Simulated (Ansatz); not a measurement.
# BN2H5: basis-set convergence

An exercise on one series of results from a longer session: the logs are not shown, and one member is left open.

Method: one geometry, several basis sets; program: Ansatz 0.2.0, Gaussian basis.

The runs, in order: PBE0-D4/def2-SVP; ωB97M-V/def2-SVP; PBE0-D4/def2-QZVPP; ωB97M-V/def2-QZVPP; the functionals' def2-TZVPP values are taken from earlier runs.

## Structure used throughout

The geometry comes from an earlier relaxation with PBE0-D4 in a triple-zeta def2 set; it is a stationary point, not always the lowest conformer.

SMILES `NBN`, 8 atoms, charge 0, spin multiplicity 1.

Atoms are counted from 1 here; the program's logs count them from 0.

Bond lengths: N1–B2 1.409 Å, N1–H4 1.005 Å, N1–H5 1.002 Å, B2–N3 1.409 Å, B2–H6 1.200 Å, N3–H7 1.002 Å, N3–H8 1.005 Å. Angles: B2–N1–H4 124.5°, B2–N1–H5 121.9°, H4–N1–H5 113.6°, N1–B2–N3 122.9°, N1–B2–H6 118.5°, N3–B2–H6 118.5°, B2–N3–H7 121.9°, B2–N3–H8 124.5°, H7–N3–H8 113.6°.

Set-up of the first run:

in.yaml reads:

```yaml
crystal:
  periodic: [false, false, false]
  atoms:
    - {symbol: N, position_ang: [-0.971027, 0.516466, -0.581106]}
    - {symbol: B, position_ang: [0.194207, 0.386631, 0.200519]}
    - {symbol: N, position_ang: [0.848234, -0.845215, 0.401442]}
    - {symbol: H, position_ang: [-1.426755, -0.244531, -1.053356]}
    - {symbol: H, position_ang: [-1.423863, 1.400898, -0.713713]}
    - {symbol: H, position_ang: [0.649739, 1.368623, 0.717984]}
    - {symbol: H, position_ang: [1.676696, -0.919823, 0.960860]}
    - {symbol: H, position_ang: [0.544968, -1.720347, 0.011571]}
basis:
  gaussian: {orbitals: def2-SVP}
hamiltonian: {xc: pbe0, dispersion: d4}
output: {orbitals: {seedname: orbitals}}
```

Among the steps run: PBE0-D4 in def2-SVP; ωB97M-V in def2-SVP; PBE0-D4 in def2-QZVPP; ωB97M-V in def2-QZVPP.

One table of the session follows, with a row left open; its other results are not shown here.

It belongs to the step «Functionals by basis». 

| functional | basis | HOMO (eV) | LUMO (eV) |
| --- | --- | --- | --- |
| PBE0-D4 | def2-SVP | -6.58 | 2.05 |
| PBE0-D4 | def2-TZVPP | -6.88 | 1.10 |
| PBE0-D4 | def2-QZVPP | -6.93 | 0.79 |
| ωB97M-V | def2-SVP | -8.95 | 3.65 |
| ωB97M-V | def2-TZVPP | ? | ? |
| ωB97M-V | def2-QZVPP | -9.30 | 1.88 |

Estimate the missing values for ωB97M-V, def2-TZVPP.

As computed: HOMO (eV): -9.24; LUMO (eV): 2.38. In the column «HOMO (eV)» it lies between ωB97M-V, def2-QZVPP (-9.30) and ωB97M-V, def2-SVP (-8.95).
